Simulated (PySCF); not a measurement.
Species: C4H7N.
Atom-mapped SMILES: `[C-:1]#[N+:2][CH2:3][CH2:4][CH3:5]` (hydrogens: H6, H7 on C3; H8, H9 on C4; H10, H11, H12 on C5)

Level of theory: PySCF, PBE0-D3(BJ)/def2-SVP geometry optimisation, gas phase.

Give the optimised bond lengths and angles.

```
                  bond  length (bohr)
                 C1≡N2          2.216
                 N2–C3          2.675
                 C3–C4          2.884
                 C4–C5          2.870
          C3–H6, C3–H7          2.083
          C4–H8, C4–H9          2.083
C5–H10, C5–H11, C5–H12          2.080
```

Bonds in one row agree within 0.02 bohr and their mean is given. A selection of angles:
```
     angle  degrees
  C1–N2–C3    177.7
  N2–C3–C4    112.4
  N2–C3–H6    108.1
  C4–C3–H6    110.4
  C4–C3–H7    110.5
  H6–C3–H7    107.1
  C3–C4–C5    113.6
  C3–C4–H8    107.1
  C5–C4–H8    110.5
  C5–C4–H9    110.3
  H8–C4–H9    106.5
 C4–C5–H10    111.2
H10–C5–H11    107.7
```

Torsions: N2–C3–C4–C5 -61° (synclinal). The mirror-image conformer, all signs reversed, is as good.

The C–N distances run from 1.173 Å (C1≡N2, drawn triple) to 1.415 Å (N2–C3, drawn single), a spread of 0.242 Å. Of the pairs four or more bonds apart, N2···H10 is among the closest relative to their van der Waals radii: 2.73 Å, 99 % of the sum of Bondi's values.

Point group: C1 (no symmetry element, even within 0.4 Å). No frequency check. The numbers are those of one conformer.
